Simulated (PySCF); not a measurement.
## Working with the constants of NaF⁺

UHF-CCSD(T) constants of NaF⁺, ²Π (doublet), unpaired electrons π ↑ (basis Na def2-SVP, F def2-SVP; no relativity; PySCF 2.14; masses 22.9898 and 18.9984 u):

- ωe: 150.4 cm⁻¹
- ωexe: 4.22 cm⁻¹
- Be: 0.26553 cm⁻¹
- αe: 0.00944 cm⁻¹
- D (centrifugal): 3.31e-06 cm⁻¹
- De to Na⁺ + F: 0.245 eV

(1) Give the vibrational terms G(v) and spacings up to v = 4.

(2) How well does the Morse estimate ωe²/(4ωexe) reproduce De, and what is D0?

Correlated steps freeze 2 core orbitals. The bond is weak. Basis-set superposition, not corrected here, can be much of De in a small basis, most of all at correlated wavefunction levels. For an ion De counts to the pair picked by the measured ionisation energies or electron affinities, which need not be the lowest pair at this level. The state was picked by a PBE0 search and need not be the measured ground state.

Answers

(1) G(v) = ωe(v+½) − ωexe(v+½)².

| v | G(v) (cm⁻¹) | G(v) − G(v−1) | Bv (cm⁻¹) |
| --- | --- | --- | --- |
| 0 | 74.1 |  | 0.2608 |
| 1 | 216.1 | 142.0 | 0.2514 |
| 2 | 349.6 | 133.5 | 0.2419 |
| 3 | 474.7 | 125.1 | 0.2325 |
| 4 | 591.3 | 116.6 | 0.2230 |

(2) It gives 0.166 eV, 68 % of the computed De. D0 = De − G(0) = 0.245 − 0.009 = 0.236 eV.
